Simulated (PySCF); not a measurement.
Homolysis of single bonds, series Ga F-CH3. All species are isolated molecules in the gas phase. Strings in code marks are SMILES.

Level of theory: PBE-D3(BJ)/def2-TZVP // B3LYP-D3(BJ)/def2-TZVP (PySCF). 

```csv
species,dipole moment (D)
whole molecule (`[F][Ga]([F])[F]`),0.00
radical fragment (`[F][Ga][F]`),2.22
whole molecule (`[CH3][Ga]([F])[F]`),3.45
radical fragment (`[CH3]`),0.00
radical fragment (`[CH3][Ga][F]`),2.57
whole molecule (`[CH3][Ga]([CH3])[F]`),2.75
radical fragment (`[Ga]([CH3])[CH3]`),0.51
whole molecule (`[CH3][Ga]([CH3])[CH3]`),0.02
```
